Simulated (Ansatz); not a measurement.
# C4H9N: a dynamics run in two tries

The task is a short trajectory. SMILES of the start: CC.CC#N.

Method: RKS B3LYP-D4/STO-3G, in Ansatz 0.2.0.

## (1) The structure to begin with

Bond lengths: C1–C2 1.635 Å, C1–H3 1.072 Å, C1–H4 1.005 Å, C1–H5 1.099 Å, C2–H6 1.120 Å, C2–H7 1.172 Å, C2–H8 1.050 Å, C9–C10 1.464 Å, C10–N11 1.290 Å, C9–H12 1.112 Å, C9–H13 1.157 Å, C9–H14 1.063 Å. Angles (14 of 19 angles, heavy atoms first): C9–C10–N11 175.5°, C1–C2–H6 114.8°, C1–C2–H7 104.8°, C1–C2–H8 108.5°, C2–C1–H3 98.5°, C2–C1–H4 111.1°, C2–C1–H5 105.7°, C10–C9–H12 98.3°, C10–C9–H13 133.5°, C10–C9–H14 104.1°, H6–C2–H7 102.1°, H6–C2–H8 109.0°, H7–C2–H8 117.8°, H3–C1–H4 121.4°.

Coordinates:

```xyz
14

C    -0.1427   -0.1956   -2.5994
C     0.7155    1.1218   -3.0473
H     0.5072   -0.9506   -2.9947
H    -0.3732   -0.1617   -1.6215
H    -1.0959   -0.1285   -3.1426
H     0.2271    2.1021   -2.8119
H     0.6918    1.1096   -4.2190
H     1.6526    1.0843   -2.5756
C     0.0631    0.1280    2.9956
C    -0.5837   -1.1701    2.7933
N    -1.2177   -2.2885    2.6901
H     0.3024    0.3558    1.9343
H    -0.3009    1.1433    3.4145
H     0.9802   -0.1120    3.4773
```

## (2) The run

File input.yaml:

```yaml
crystal:
  periodic: [false, false, false]
  atoms:
    - { symbol: C, position_ang: [-0.142674, -0.195589, -2.599353] }
    - { symbol: C, position_ang: [0.715522, 1.121826, -3.047277] }
    - { symbol: H, position_ang: [0.507245, -0.950634, -2.994672] }
    - { symbol: H, position_ang: [-0.373221, -0.161662, -1.621473] }
    - { symbol: H, position_ang: [-1.095929, -0.128523, -3.142642] }
    - { symbol: H, position_ang: [0.227098, 2.102055, -2.811918] }
    - { symbol: H, position_ang: [0.691811, 1.109643, -4.219026] }
    - { symbol: H, position_ang: [1.652554, 1.084306, -2.575587] }
    - { symbol: C, position_ang: [0.063097, 0.128008, 2.99563] }
    - { symbol: C, position_ang: [-0.583739, -1.170128, 2.79329] }
    - { symbol: "N", position_ang: [-1.217728, -2.288513, 2.69009] }
    - { symbol: H, position_ang: [0.302363, 0.355803, 1.934255] }
    - { symbol: H, position_ang: [-0.300936, 1.143279, 3.414456] }
    - { symbol: H, position_ang: [0.980173, -0.112008, 3.477297] }
basis:
  gaussian: { orbitals: STO-3G }
hamiltonian:
  xc: b3lyp
  dispersion: d4
md:
  timestep: 1.0
  n_steps: 25
  ensemble: nvt_langevin
  temperature: 500.0
  initial_velocities: maxwell_boltzmann
  seed: 387534
  friction: 0.05
  masses: [{ species: C, mass: 0.0 }]
```

On the command line:

```bash
$ ansatz run input.yaml --threads 1 --pin off --max-ram 2048MiB --backend cpu --events-out ev --progress --plain --runs-dir out
```

Before running it: what results should come out? Wanted: first try.

As calculated:

| quantity | value |
| --- | --- |
| first try | refused |
| cause | an atom is given no mass, so any force would accelerate it without limit |

**Reading.** The fault in the first input was caught at the input check and cost nothing.
